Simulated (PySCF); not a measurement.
**One molecule, a ladder of functionals, a line**

Molecule: `InChI=1S/C3H3F3/c4-2-1-3(2,5)6/h2H,1H2/t2-/m0/s1`.

Mapped SMILES: `[F:1][C@H:2]1[CH2:3][C:4]1([F:5])[F:6]` (H(Xn): hydrogen on atom n). Ha(C3) is cis to F1 on the ring; Hb(C3) is trans to F1 on the ring.

GIAO shieldings (ppm, equivalent atoms averaged) in PySCF 2.14.0 with density-fitted response routines on the PBE0-D3(BJ)/def2-SVP geometry, basis pcSseg-2, gas phase, non-relativistic:

| functional | exact exchange (%) | σ(F6) | σ(F5) | σ(F1) | σ(C4) |
| --- | --- | --- | --- | --- | --- |
| BLYP | 0 | 304.6 | 322.9 | 399.4 | 55.3 |
| BP86 | 0 | 307.7 | 325.2 | 403.4 | 60.2 |
| PBE | 0 | 305.4 | 323.6 | 401.8 | 60.2 |
| PBE0 | 25 | 324.7 | 341.0 | 417.7 | 70.2 |
| mPW1PW91 | 25 | 325.6 | 341.5 | 417.9 | 69.6 |
| BHandHLYP | 50 | 339.2 | 354.5 | 428.8 | 75.2 |
| HF | 100 | 365.7 | 379.1 | 450.1 | 93.6 |

(1) Fit each shielding as a line in the percentage of exact exchange.

(2) What does the line predict for B3LYP (20 %), and what does the run give?

## Answers

(1) σ(F6) = 307.5 + 0.60 x (rms 2.2 ppm); σ(F5) = 325.2 + 0.56 x (rms 1.8 ppm); σ(F1) = 403.0 + 0.49 x (rms 2.2 ppm); σ(C4) = 59.3 + 0.35 x (rms 2.0 ppm). The functionals also differ in their semilocal parts, which the line can't hold; Hartree–Fock has no correlation at all.

(2) σ(F6): 319.5 predicted, 320.3 computed; σ(F5): 336.4 predicted, 337.0 computed; σ(F1): 412.8 predicted, 412.9 computed; σ(C4): 66.3 predicted, 63.7 computed ppm.
